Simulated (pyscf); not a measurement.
Thermochemistry of product channels of HO–P(OH)–OH + H atom (H•) on the doublet surface, in kJ/mol, from ωB97M-D3(BJ)/def2-TZVP energies (ideal gas, 1 atm, RRHO with modes under 100 cm⁻¹ raised to 100, one conformer, R ln 2 for rigid chiral ones). Optimised with ωB97X-D3(BJ)/def2-SVP in PySCF.

| products | ΔE | ΔH(298 K) | ΔG(298 K) | ΔG(900 K) |
|---|---|---|---|---|
| water (H₂O) + HO–P•–OH | -55.6 | -40.1 | -58.1 | -88.6 |
| •O–P(OH)–OH + hydrogen (H₂) | -75.5 | -77.4 | -82.3 | -90.8 |

These are energies of the channels, which say nothing of barriers.
